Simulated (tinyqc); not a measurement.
Worked calculation: coupled-perturbed Hartree-Fock on RHF in the sto-3g basis, for H2F+, spin multiplicity 1. Computed by tinyqc, a small Python program that keeps every step (integrals from PySCF). Settings: charge = 1, multiplicity = 1, basis = sto-3g, method = RHF, energy threshold = 1e-10, iteration cap = 90, orthogonalisation = symmetric, start = atomic densities, DIIS depth = 6. Command: `OMP_NUM_THREADS=1 python tinyqc.py 28039 28040 out.jsonl` (the two numbers bound the seeds that draw the settings). One thread of a shared host (Intel(R) Xeon(R) Processor @ 2.60GHz), about 0.2 s of CPU time with the checks. The early iterations of the SCF are left out here.

## One-electron integrals

Geometry (angstrom):
```
atom         x          y         z
F     0.000000   0.000000  0.000000
H     0.000000   0.769000  0.486000
H     0.000000  -0.769000  0.486000
```

Basis sto-3g: exponents (1/bohr^2) and contraction coefficients of normalised primitives:
```
element  l (shell)    exponent  coefficient
F            s (1)  166.679130     0.154329
F            s (1)   30.360812     0.535328
F            s (1)    8.216821     0.444635
F            s (2)    6.464803    -0.099967
F            s (2)    1.502281     0.399513
F            s (2)    0.488588     0.700115
F            p (3)    6.464803     0.155916
F            p (3)    1.502281     0.607684
F            p (3)    0.488588     0.391957
H            s (1)    3.425251     0.154329
H            s (1)    0.623914     0.535328
H            s (1)    0.168855     0.444635
```

Overlap, kinetic and nuclear-attraction integrals over the contracted functions; the nuclear repulsion is the sum of Za Zb / Rab.

nuclear repulsion = 10.81474341 hartree

overlap S, order 1F 1s, 1F 2s, 1F 2px, 1F 2py, 1F 2pz, 2H 1s, 3H 1s:
```
[[1.000000, 0.237990, 0.000000, 0.000000, 0.000000, 0.050342, 0.050342],
 [0.237990, 1.000000, 0.000000, 0.000000, 0.000000, 0.453786, 0.453786],
 [0.000000, 0.000000, 1.000000, 0.000000, 0.000000, 0.000000, 0.000000],
 [0.000000, 0.000000, 0.000000, 1.000000, 0.000000, 0.297340, -0.297340],
 [0.000000, 0.000000, 0.000000, 0.000000, 1.000000, 0.187916, 0.187916],
 [0.050342, 0.453786, 0.000000, 0.297340, 0.187916, 1.000000, 0.243118],
 [0.050342, 0.453786, 0.000000, -0.297340, 0.187916, 0.243118, 1.000000]]
```

kinetic energy T (hartree), order 1F 1s, 1F 2s, 1F 2px, 1F 2py, 1F 2pz, 2H 1s, 3H 1s:
```
[[36.984577, -0.212858, 0.000000, 0.000000, 0.000000, 0.000798, 0.000798],
 [-0.212858, 1.037995, 0.000000, 0.000000, 0.000000, 0.132614, 0.132614],
 [0.000000, 0.000000, 3.248015, 0.000000, 0.000000, 0.000000, 0.000000],
 [0.000000, 0.000000, 0.000000, 3.248015, 0.000000, 0.237049, -0.237049],
 [0.000000, 0.000000, 0.000000, 0.000000, 3.248015, 0.149812, 0.149812],
 [0.000798, 0.132614, 0.000000, 0.237049, 0.149812, 0.760032, 0.006607],
 [0.000798, 0.132614, 0.000000, -0.237049, 0.149812, 0.006607, 0.760032]]
```

nuclear attraction V (hartree), order 1F 1s, 1F 2s, 1F 2px, 1F 2py, 1F 2pz, 2H 1s, 3H 1s:
```
[[-78.172988, -9.453688, 0.000000, 0.000000, -0.016347, -2.060712, -2.060712],
 [-9.453688, -12.695020, 0.000000, 0.000000, -0.195042, -4.496843, -4.496843],
 [0.000000, 0.000000, -12.522098, 0.000000, 0.000000, 0.000000, 0.000000],
 [0.000000, 0.000000, 0.000000, -12.692682, 0.000000, -2.576707, 2.576707],
 [-0.016347, -0.195042, 0.000000, 0.000000, -12.590231, -1.689305, -1.689305],
 [-2.060712, -4.496843, 0.000000, -2.576707, -1.689305, -6.575514, -1.801192],
 [-2.060712, -4.496843, 0.000000, 2.576707, -1.689305, -1.801192, -6.575514]]
```

core Hamiltonian H = T + V (hartree), order 1F 1s, 1F 2s, 1F 2px, 1F 2py, 1F 2pz, 2H 1s, 3H 1s:
```
[[-41.188411, -9.666546, 0.000000, 0.000000, -0.016347, -2.059914, -2.059914],
 [-9.666546, -11.657024, 0.000000, 0.000000, -0.195042, -4.364229, -4.364229],
 [0.000000, 0.000000, -9.274083, 0.000000, 0.000000, 0.000000, 0.000000],
 [0.000000, 0.000000, 0.000000, -9.444667, 0.000000, -2.339658, 2.339658],
 [-0.016347, -0.195042, 0.000000, 0.000000, -9.342216, -1.539492, -1.539492],
 [-2.059914, -4.364229, 0.000000, -2.339658, -1.539492, -5.815482, -1.794585],
 [-2.059914, -4.364229, 0.000000, 2.339658, -1.539492, -1.794585, -5.815482]]
```

## Two-electron integrals

Functions are numbered as in S; the eight-fold symmetry (ij|kl) = (ji|kl) = (kl|ij) leaves the list below.

Two-electron integrals (ij|kl) in chemists' order, unique and non-zero (hartree):
```
(11|11) 5.403501    (21|11) 0.841920    (21|21) 0.156299    (22|11) 1.268028
(22|21) 0.292344    (22|22) 0.926167    (31|31) 0.027998    (32|31) 0.043169
(32|32) 0.204588    (33|11) 1.264502    (33|21) 0.292403    (33|22) 0.925959
(33|33) 0.997514    (41|41) 0.027998    (42|41) 0.043169    (42|42) 0.204588
(43|43) 0.053770    (44|11) 1.264502    (44|21) 0.292403    (44|22) 0.925959
(44|33) 0.889973    (44|44) 0.997514    (51|51) 0.027998    (52|51) 0.043169
(52|52) 0.204588    (53|53) 0.053770    (54|54) 0.053770    (55|11) 1.264502
(55|21) 0.292403    (55|22) 0.925959    (55|33) 0.889973    (55|44) 0.889973
(55|55) 0.997514    (61|11) 0.181166    (61|21) 0.033321    (61|22) 0.061835
(61|33) 0.061745    (61|41) 0.001145    (61|42) 0.002136    (61|44) 0.061945
(61|51) 0.000723    (61|52) 0.001350    (61|54) 0.000126    (61|55) 0.061825
(61|61) 0.007176    (62|11) 0.429340    (62|21) 0.100188    (62|22) 0.350752
(62|33) 0.345835    (62|41) 0.005719    (62|42) 0.043454    (62|44) 0.356139
(62|51) 0.003614    (62|52) 0.027462    (62|54) 0.006512    (62|55) 0.349951
(62|61) 0.021623    (62|62) 0.159361    (63|31) 0.010839    (63|32) 0.062890
(63|43) 0.009288    (63|53) 0.005870    (63|63) 0.024420    (64|11) 0.235928
(64|21) 0.055798    (64|22) 0.209239    (64|33) 0.200099    (64|41) 0.013648
(64|42) 0.087759    (64|44) 0.224827    (64|51) 0.001775    (64|52) 0.015717
(64|54) 0.009758    (64|55) 0.202557    (64|61) 0.012583    (64|62) 0.116491
(64|64) 0.109002    (65|11) 0.149104    (65|21) 0.035263    (65|22) 0.132237
(65|33) 0.126461    (65|41) 0.001775    (65|42) 0.015717    (65|44) 0.130349
(65|51) 0.011961    (65|52) 0.072823    (65|54) 0.011745    (65|55) 0.139753
(65|61) 0.007952    (65|62) 0.073621    (65|64) 0.053455    (65|65) 0.058203
(66|11) 0.555485    (66|21) 0.131755    (66|22) 0.529463    (66|33) 0.510807
(66|41) 0.010122    (66|42) 0.105988    (66|44) 0.550354    (66|51) 0.006397
(66|52) 0.066983    (66|54) 0.024993    (66|55) 0.526602    (66|61) 0.028660
(66|62) 0.298288    (66|64) 0.253260    (66|65) 0.160058    (66|66) 0.774606
(71|11) 0.181166    (71|21) 0.033321    (71|22) 0.061835    (71|33) 0.061745
(71|41) -0.001145   (71|42) -0.002136   (71|44) 0.061945    (71|51) 0.000723
(71|52) 0.001350    (71|54) -0.000126   (71|55) 0.061825    (71|61) 0.007078
(71|62) 0.021010    (71|64) 0.011167    (71|65) 0.007731    (71|66) 0.027538
(71|71) 0.007176    (72|11) 0.429340    (72|21) 0.100188    (72|22) 0.350752
(72|33) 0.345835    (72|41) -0.005719   (72|42) -0.043454   (72|44) 0.356139
(72|51) 0.003614    (72|52) 0.027462    (72|54) -0.006512   (72|55) 0.349951
(72|61) 0.021010    (72|62) 0.131817    (72|64) 0.065771    (72|65) 0.059091
(72|66) 0.204259    (72|71) 0.021623    (72|72) 0.159361    (73|31) 0.010839
(73|32) 0.062890    (73|43) -0.009288   (73|53) 0.005870    (73|63) 0.019601
(73|73) 0.024420    (74|11) -0.235928   (74|21) -0.055798   (74|22) -0.209239
(74|33) -0.200099   (74|41) 0.013648    (74|42) 0.087759    (74|44) -0.224827
(74|51) -0.001775   (74|52) -0.015717   (74|54) 0.009758    (74|55) -0.202557
(74|61) -0.011167   (74|62) -0.065771   (74|64) -0.013495   (74|65) -0.028808
(74|66) -0.089378   (74|71) -0.012583   (74|72) -0.116491   (74|74) 0.109002
(75|11) 0.149104    (75|21) 0.035263    (75|22) 0.132237    (75|33) 0.126461
(75|41) -0.001775   (75|42) -0.015717   (75|44) 0.130349    (75|51) 0.011961
(75|52) 0.072823    (75|54) -0.011745   (75|55) 0.139753    (75|61) 0.007731
(75|62) 0.059091    (75|64) 0.028808    (75|65) 0.045762    (75|66) 0.101600
(75|71) 0.007952    (75|72) 0.073621    (75|74) -0.053455   (75|75) 0.058203
(76|11) 0.164850    (76|21) 0.038821    (76|22) 0.147594    (76|33) 0.145004
(76|44) 0.147922    (76|51) 0.002264    (76|52) 0.020522    (76|55) 0.149701
(76|61) 0.008288    (76|62) 0.066260    (76|64) 0.041989    (76|65) 0.034884
(76|66) 0.128959    (76|71) 0.008288    (76|72) 0.066260    (76|74) -0.041989
(76|75) 0.034884    (76|76) 0.033270    (77|11) 0.555485    (77|21) 0.131755
(77|22) 0.529463    (77|33) 0.510807    (77|41) -0.010122   (77|42) -0.105988
(77|44) 0.550354    (77|51) 0.006397    (77|52) 0.066983    (77|54) -0.024993
(77|55) 0.526602    (77|61) 0.027538    (77|62) 0.204259    (77|64) 0.089378
(77|65) 0.101600    (77|66) 0.338078    (77|71) 0.028660    (77|72) 0.298288
(77|74) -0.253260   (77|75) 0.160058    (77|76) 0.128959    (77|77) 0.774606
```

## Orthogonalisation

S = U s U^T; symmetric (Loewdin) form X = U s^(-1/2) U^T, so that X^T S X = 1.

eigenvalues of S: [0.390038, 0.440721, 0.903412, 1.000000, 1.077883, 1.316161, 1.871785]

X, order 1F 1s, 1F 2s, 1F 2px, 1F 2py, 1F 2pz, 2H 1s, 3H 1s:
```
[[1.024225, -0.141561, 0.000000, 0.000000, -0.007328, 0.020276, 0.020276],
 [-0.141561, 1.214188, 0.000000, 0.000000, 0.077852, -0.266252, -0.266252],
 [0.000000, 0.000000, 1.000000, 0.000000, 0.000000, 0.000000, 0.000000],
 [0.000000, 0.000000, 0.000000, 1.100863, 0.000000, -0.215562, 0.215562],
 [-0.007328, 0.077852, 0.000000, 0.000000, 1.031566, -0.108335, -0.108335],
 [0.020276, -0.266252, 0.000000, -0.215562, -0.108335, 1.177280, -0.099837],
 [0.020276, -0.266252, 0.000000, 0.215562, -0.108335, -0.099837, 1.177280]]
```

## Iteration 8 (converged): orbitals

converged F (hartree), order 1F 1s, 1F 2s, 1F 2px, 1F 2py, 1F 2pz, 2H 1s, 3H 1s:
```
[[-26.646391, -6.797262, 0.000000, 0.000000, -0.025032, -1.457818, -1.457818],
 [-6.797262, -3.692524, 0.000000, 0.000000, -0.143939, -1.424110, -1.424110],
 [0.000000, 0.000000, -1.076880, 0.000000, 0.000000, 0.000000, 0.000000],
 [0.000000, 0.000000, 0.000000, -1.079716, 0.000000, -0.594736, 0.594736],
 [-0.025032, -0.143939, 0.000000, 0.000000, -1.076109, -0.441572, -0.441572],
 [-1.457818, -1.424110, 0.000000, -0.594736, -0.441572, -0.997698, -0.506595],
 [-1.457818, -1.424110, 0.000000, 0.594736, -0.441572, -0.506595, -0.997698]]
```

Diagonalise F' = X^T F X, C = X C', fill 5 alpha and 5 beta electrons from the bottom; D = 2 C_occ C_occ^T. Each column has its largest component positive (the first on a tie).

F' = X^T F X (hartree):
```
[[-26.161672, -3.450562, 0.000000, 0.000000, -0.042358, -0.224787, -0.224787],
 [-3.450562, -2.229131, 0.000000, 0.000000, 0.041314, -0.580605, -0.580605],
 [0.000000, 0.000000, -1.076880, 0.000000, 0.000000, 0.000000, 0.000000],
 [0.000000, 0.000000, 0.000000, -0.789615, 0.000000, -0.500007, 0.500007],
 [-0.042358, 0.041314, 0.000000, 0.000000, -0.978419, -0.292288, -0.292288],
 [-0.224787, -0.580605, 0.000000, -0.500007, -0.292288, -0.360057, -0.113630],
 [-0.224787, -0.580605, 0.000000, 0.500007, -0.292288, -0.113630, -0.360057]]
```

orbital energies (hartree): [-26.656366, -2.119169, -1.275502, -1.113979, -1.076880, 0.046604, 0.239461]

coefficients C, order 1F 1s, 1F 2s, 1F 2px, 1F 2py, 1F 2pz, 2H 1s, 3H 1s:
```
[[0.994526, -0.247688, 0.000000, 0.070587, 0.000000, -0.120581, 0.000000],
 [0.024257, 0.927006, 0.000000, -0.356237, 0.000000, 0.809506, 0.000000],
 [0.000000, 0.000000, 0.000000, 0.000000, 1.000000, 0.000000, 0.000000],
 [0.000000, 0.000000, 0.734666, 0.000000, 0.000000, 0.000000, 0.874701],
 [0.002880, 0.129308, 0.000000, 0.890819, 0.000000, 0.532381, 0.000000],
 [-0.004956, 0.088179, 0.333763, 0.179222, 0.000000, -0.789657, -0.866362],
 [-0.004956, 0.088179, -0.333763, 0.179222, 0.000000, -0.789657, 0.866362]]
```

D after iteration 8, order 1F 1s, 1F 2s, 1F 2px, 1F 2py, 1F 2pz, 2H 1s, 3H 1s:
```
[[2.110826, -0.461259, 0.000000, 0.000000, 0.067431, -0.028238, -0.028238],
 [-0.461259, 1.973667, 0.000000, 0.000000, -0.394805, 0.035554, 0.035554],
 [0.000000, 0.000000, 2.000000, 0.000000, 0.000000, 0.000000, 0.000000],
 [0.000000, 0.000000, 0.000000, 1.079467, 0.000000, 0.490409, -0.490409],
 [0.067431, -0.394805, 0.000000, 0.000000, 1.620574, 0.342084, 0.342084],
 [-0.028238, 0.035554, 0.000000, 0.490409, 0.342084, 0.302637, -0.142955],
 [-0.028238, 0.035554, 0.000000, -0.490409, 0.342084, -0.142955, 0.302637]]
```

## Convergence

Stop when the energy changes by less than 1e-10 hartree and every element of the error matrix X^T (F D S - S D F) X is below 3e-06.

Course of the cycle:
```
iteration   E (hartree)     change  largest element of the error matrix
1          -94.29685342          -                             1.42e+00
2          -98.78140542  -4.48e+00                             2.74e-01
3          -98.85322000  -7.18e-02                             1.90e-02
4          -98.85380231  -5.82e-04                             5.29e-03
5          -98.85382454  -2.22e-05                             9.93e-05
6          -98.85382456  -1.89e-08                             3.25e-05
7          -98.85382457  -2.43e-09                             3.81e-07
8          -98.85382457  -2.42e-13                             4.08e-09
```

PySCF RHF in the same basis = -98.85382457 hartree

Converged in 8 iterations.

## Integrals over molecular orbitals

(pq|rs) = sum C_ip C_jq C_kr C_ls (ij|kl), one index at a time.

one-electron integrals over orbitals h = C^T H C (hartree):
```
[[-41.169705, 0.686307, 0.000000, -0.185706, 0.000000, 0.321243, 0.000000],
 [0.686307, -9.742683, 0.000000, 0.286982, 0.000000, -1.482475, 0.000000],
 [0.000000, 0.000000, -8.288221, 0.000000, 0.000000, 0.000000, -2.131670],
 [-0.185706, 0.286982, 0.000000, -8.951979, 0.000000, -1.165419, 0.000000],
 [0.000000, 0.000000, 0.000000, 0.000000, -9.274083, 0.000000, 0.000000],
 [0.321243, -1.482475, 0.000000, -1.165419, 0.000000, -5.691848, 0.000000],
 [0.000000, 0.000000, -2.131670, 0.000000, 0.000000, 0.000000, -6.170118]]
```

Two-electron integrals over orbitals (pq|rs), unique and non-zero (hartree):
```
(11|11) 5.360892    (21|11) -0.498375   (21|21) 0.073830    (22|11) 1.197511
(22|21) -0.018179   (22|22) 0.861232    (31|31) 0.017254    (32|31) 0.025979
(32|32) 0.163781    (33|11) 1.000639    (33|21) -0.007878   (33|22) 0.770181
(33|33) 0.757320    (41|11) 0.141272    (41|21) -0.017188   (41|22) 0.016238
(41|33) 0.005324    (41|41) 0.029917    (42|11) -0.082885   (42|21) 0.008873
(42|22) 0.017984    (42|33) -0.002861   (42|41) 0.030306    (42|42) 0.157494
(43|31) -0.004242   (43|32) 0.002879    (43|43) 0.047262    (44|11) 1.189405
(44|21) -0.015532   (44|22) 0.823043    (44|33) 0.732523    (44|41) -0.012444
(44|42) -0.093281   (44|44) 0.934314    (51|51) 0.029653    (52|51) 0.038839
(52|52) 0.179172    (53|53) 0.039205    (54|51) -0.010383   (54|52) -0.036519
(54|54) 0.057665    (55|11) 1.263997    (55|21) -0.013904   (55|22) 0.877545
(55|33) 0.758109    (55|41) 0.004001    (55|42) -0.045510   (55|44) 0.853043
(55|55) 0.997514    (61|11) -0.244220   (61|21) 0.038174    (61|22) -0.004407
(61|33) -0.002880   (61|41) 0.002780    (61|42) 0.018442    (61|44) -0.014934
(61|55) -0.006582   (61|61) 0.025011    (62|11) 0.319702    (62|21) -0.008267
(62|22) 0.154946    (62|33) 0.096834    (62|41) 0.017336    (62|42) 0.034811
(62|44) 0.119184    (62|55) 0.163191    (62|61) 0.002567    (62|62) 0.083460
(63|31) 0.004386    (63|32) -0.028453   (63|43) -0.015055   (63|63) 0.066227
(64|11) 0.225132    (64|21) -0.002172   (64|22) 0.116909    (64|33) 0.070501
(64|41) 0.007566    (64|42) 0.001853    (64|44) 0.126784    (64|55) 0.119513
(64|61) 0.002033    (64|62) 0.059513    (64|64) 0.057039    (65|51) 0.015732
(65|52) 0.058719    (65|54) 0.002942    (65|65) 0.029637    (66|11) 0.722131
(66|21) -0.005685   (66|22) 0.594029    (66|33) 0.572470    (66|41) 0.017647
(66|42) 0.070212    (66|44) 0.546498    (66|55) 0.564785    (66|61) 0.004299
(66|62) 0.058104    (66|64) 0.029918    (66|66) 0.553272    (71|31) 0.018060
(71|32) 0.025713    (71|43) -0.004580   (71|63) 0.004252    (71|71) 0.018935
(72|31) 0.017046    (72|32) 0.057194    (72|43) -0.025664   (72|63) 0.030599
(72|71) 0.017049    (72|72) 0.054538    (73|11) 0.423771    (73|21) -0.008941
(73|22) 0.192035    (73|33) 0.158718    (73|41) -0.001489   (73|42) -0.058264
(73|44) 0.205913    (73|55) 0.222471    (73|61) -0.006122   (73|62) 0.077650
(73|64) 0.069067    (73|66) 0.022736    (73|73) 0.156792    (74|31) -0.008466
(74|32) -0.059433   (74|43) 0.014808    (74|63) 0.035790    (74|71) -0.008758
(74|72) -0.012186   (74|74) 0.047649    (75|53) 0.025366    (75|75) 0.020221
(76|31) 0.011333    (76|32) 0.104109    (76|43) 0.037905    (76|63) -0.078984
(76|71) 0.011508    (76|72) -0.008606   (76|74) -0.055709   (76|76) 0.155645
(77|11) 0.838413    (77|21) -0.008514   (77|22) 0.636415    (77|33) 0.639389
(77|41) 0.003520    (77|42) 0.007478    (77|44) 0.616136    (77|55) 0.623503
(77|61) -0.003597   (77|62) 0.053324    (77|64) 0.029352    (77|66) 0.550897
(77|73) 0.077021    (77|77) 0.598752
```

## Response to a field: uncoupled start

dipole integrals <a|y|i> (bohr), order a6, a7:
```
[[0.000000, 0.000000, -0.778402, 0.000000, 0.000000],
 [0.044594, -0.132194, 0.000000, -0.499097, 0.000000]]
```

Field along y; U_ai = -mu_ai / (e_a - e_i), alpha = -4 sum U_ai mu_ai.

uncoupled U, order a6, a7:
```
[[0.000000, 0.000000, 0.588759, 0.000000, 0.000000],
 [-0.001658, 0.056047, 0.000000, 0.368762, 0.000000]]
```

uncoupled polarisability = 2.599291 bohr^3

## Coupled step 1

U_ai = -(mu_ai + sum_bj [4 (ai|bj) - (ab|ij) - (aj|bi)] U_bj) / (e_a - e_i); alpha = -4 sum U_ai mu_ai.

U after step 1, order a6, a7:
```
[[0.000000, 0.000000, 0.747652, 0.000000, 0.000000],
 [-0.001680, 0.089027, 0.000000, 0.483734, 0.000000]]
```

polarisability = 3.340994 bohr^3

## Coupled step 2

As before.

U after step 2, order a6, a7:
```
[[0.000000, 0.000000, 0.790909, 0.000000, 0.000000],
 [-0.001696, 0.101784, 0.000000, 0.520755, 0.000000]]
```

polarisability = 3.556334 bohr^3

## Coupled polarisability

Repeat until U stops changing; compare with -d2E/dF2.

Course of the coupled iterations:
```
step  alpha (bohr^3)
0           2.599291
1           3.340994
2           3.556334
3           3.619695
4           3.638545
5           3.644209
6           3.645928
7           3.646454
8           3.646617
9           3.646668
10          3.646684
11          3.646689
12          3.646691
13          3.646692
14          3.646692
15          3.646692
16          3.646692
17          3.646692
```

coupled polarisability = 3.646692 bohr^3

finite-field check, fields of +/-0.001 au = 3.646693 bohr^3
